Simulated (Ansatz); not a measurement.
Process, species as SMILES: O=[CH] (CH-O) → C atom + H atom + O atom
B3LYP-D3(BJ)/def2-TZVP geometries, fixed; electronic energies without zero-point terms.

Basis-set convergence of the atomisation energy at PBE with Ansatz (a first-principles code). Cartesian d functions, on some or all atoms, in 6-31G*, 6-31+G*; all else is spherical. The program fits the integrals of some runs and decomposes those of others, by size. Open shells are unrestricted. No added dispersion term, no relativity. Functions are those of the species that has most. Reference: the value in pcseg-4, 295.30 kcal/mol, itself unsure by roughly 0.07 kcal/mol (its mean distance from aug-pcseg-3, aug-cc-pVQZ, cc-pV5Z). Deviations are taken from unrounded values.

| basis | functions | atomisation energy (kcal/mol) |
|---|---|---|
| 6-31G* | 32 | 293.69 |
| 6-31+G* | 40 | 290.71 |
| cc-pVDZ | 33 | 291.23 |
| aug-cc-pVDZ | 55 | 290.43 |
| def2-SVP | 33 | 298.34 |
| def2-SVPD | 51 | 297.92 |
| pcseg-1 | 33 | 291.43 |
| aug-pcseg-1 | 55 | 293.29 |
| 6-311G** | 42 | 293.66 |
| 6-311+G** | 50 | 292.47 |
| def2-TZVP | 68 | 294.86 |
| def2-TZVPD | 86 | 294.74 |
| cc-pVTZ | 74 | 294.99 |
| aug-cc-pVTZ | 115 | 294.41 |
| pcseg-2 | 74 | 294.95 |
| aug-pcseg-2 | 115 | 295.18 |
| def2-TZVPP | 76 | 295.11 |
| def2-TZVPPD | 94 | 294.97 |
| cc-pVQZ | 140 | 295.70 |
| aug-cc-pVQZ | 206 | 295.40 |
| def2-QZVPP | 144 | 295.03 |
| def2-QZVPPD | 162 | 295.07 |
| pcseg-3 | 153 | 295.33 |
| aug-pcseg-3 | 219 | 295.37 |

What the diffuse functions change, pair by pair:
- 6-31G* to 6-31+G*: 8 more functions, deviation -1.62 to -4.60 kcal/mol
- cc-pVDZ to aug-cc-pVDZ: 22 more functions, deviation -4.07 to -4.88 kcal/mol
- def2-SVP to def2-SVPD: 18 more functions, deviation 3.04 to 2.61 kcal/mol
- pcseg-1 to aug-pcseg-1: 22 more functions, deviation -3.87 to -2.01 kcal/mol
- 6-311G** to 6-311+G**: 8 more functions, deviation -1.64 to -2.84 kcal/mol
- def2-TZVP to def2-TZVPD: 18 more functions, deviation -0.44 to -0.56 kcal/mol
- cc-pVTZ to aug-cc-pVTZ: 41 more functions, deviation -0.31 to -0.89 kcal/mol
- pcseg-2 to aug-pcseg-2: 41 more functions, deviation -0.36 to -0.12 kcal/mol
- def2-TZVPP to def2-TZVPPD: 18 more functions, deviation -0.20 to -0.34 kcal/mol
- cc-pVQZ to aug-cc-pVQZ: 66 more functions, deviation 0.40 to 0.09 kcal/mol
- def2-QZVPP to def2-QZVPPD: 18 more functions, deviation -0.27 to -0.23 kcal/mol
- pcseg-3 to aug-pcseg-3: 66 more functions, deviation 0.03 to 0.07 kcal/mol

They bring the value nearer the reference by more than 0.07 kcal/mol in 4 of 12 pairs.
